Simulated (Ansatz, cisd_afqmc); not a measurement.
System: SiH$_{2}$, charge 0, triplet. This triplet is an excited state, 0.9 eV above the singlet at CCSD(T)/cc-pV(5+d)Z (Ansatz, a program for electronic structure). SiH2 (SMILES [SiH2], triplet).
B3LYP-D3(BJ)/def2-TZVP minimum from Ansatz:
```xyz
3

Si     0.0022    -0.0010     0.0949
H      0.0026     1.2826    -0.6513
H     -0.0339    -1.2684    -0.6777
```
Charge 0, spin multiplicity 3.

Total energies in cc-pV(Q+d)Z, 6 correlated electrons, 5 frozen orbitals. UHF or UKS for unpaired electrons; spin-orbit terms are left out. Cores are frozen in correlated methods. No relativity. The Monte Carlo rows (phaseless AFQMC, CISD trial, step 0.005/hartree) carry one-sigma bars that omit the constraint's bias. Outlying blocks are dropped, and bars are widened where a walk drifts. Over all cases where full CI ran beside it in this data, AFQMC minus full CI had a median of +0.1 mEh and passed +0.4 mEh in a tenth of the cases.

```csv
method,program,energy (Eh),minus CCSDT(Q) (mEh)
HF,Ansatz,-290.02825,121.27
MP2,Ansatz,-290.12420,25.32
CCSD,Ansatz,-290.14504,4.48
CCSD(T),Ansatz,-290.14862,0.90
CCSDT(Q),Ansatz,-290.14952,0.00
AFQMC/CISD,cisd_afqmc,-290.1493 ± 0.0001,0.2 ± 0.1
```

Rough core times of Ansatz's runs on a shared machine: CCSD(T) under 20 s, CCSDT(Q) 8 min.
